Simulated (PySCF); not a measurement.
ethane cation (C₂H₆), SMILES CC (connectivity only; charge and spin as stated), charge +1, multiplicity 2.

Geometry: PBE-D3(BJ)/def2-TZVP. The spin state was assumed, not searched.

Computed with PBE-D3(BJ)/def2-TZVP run with PySCF 2.14.0.

No scaling factor is applied to the harmonic values.

```tsv
mode	ν (cm⁻¹)	IR (km/mol)	moving atoms (share of kinetic energy)
1	272	67.0	H 97 %
2	403	0.0	H 88 %, C 12 %
3	641	769.8	H 89 %, C 11 %
4	645	15.6	H 96 %
5	736	0.0	H 68 %, C 32 %
6	770	270.9	H 95 %
7	1074	0.0	H 62 %, C 38 %
8	1131	0.0	H 69 %, C 31 %
9	1175	47.8	H 93 %
10	1261	0.0	H 61 %, C 39 %
11	1367	23.3	H 89 %, C 11 %
12	1454	0.0	H 74 %, C 26 %
13	2466	0.0	H 97 %
14	2513	169.9	H 94 %
15	2610	448.5	H 94 %
16	2725	0.0	H 92 %, C 8 %
17	3114	0.0	H 91 %, C 9 %
18	3128	26.0	H 92 %, C 8 %
```
